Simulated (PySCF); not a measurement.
## Spin states of CF

Unrestricted PBE0; C 6-311G(d,p), F 6-311G(d,p); no relativity (PySCF 2.14). Outer shells of the fragments: C 2s2 2p2; F 2s2 2p5.

Followed along the bond (rough minima from three points):

| 2Ms+1 | unpaired | ⟨S²⟩ at the start | R at minimum (Å) | Te (eV) |
| --- | --- | --- | --- | --- |
| 2 | π ↑ | 0.75 | 1.27 | 0.00 |
| 4 | σ ↑, π ↑↑ | 3.75 | 1.32 | 3.35 |

Solutions found at the starting distance of 1.325 Å, counted from the lowest of them; the search is not exhaustive and high or unbound solutions are not listed, so other states can lie among these:

| 2Ms+1 | unpaired | term | E (eV) | ⟨S²⟩ | ⟨Lz²⟩ | μ (D) |
| --- | --- | --- | --- | --- | --- | --- |
| 2 | π ↑ | ²Π | 0.00 | 0.75 | 1.00 | 0.44 |
| 4 | σ ↑, π ↑↑ | ⁴Σ⁻ | 3.28 | 3.75 | 0.00 | -0.80 |
| 4 | π ↑↑↑ | ⁴Π | 8.59 | 3.76 | 1.00 | 3.74 |

A term symbol is given only where ⟨S²⟩ and ⟨Lz²⟩ are close to those of a pure state; real π, δ and φ orbitals otherwise mix terms. A positive dipole means C(−)F(+).

Q: Compare the gap between the two lowest followed solutions at the starting distance with the gap between their minima.

A: At PBE0 the second solution (quartet, unpaired electrons σ ↑, π ↑↑) lies +3.28 eV from the first (doublet, unpaired electrons π ↑) at 1.325 Å and +3.35 eV at the minima; the two curves relax by different amounts, since their minima lie near 1.32 and 1.27 Å.

Counting both spins, an empty level lies below a filled one in some of these solutions, because spin and occupation are held.
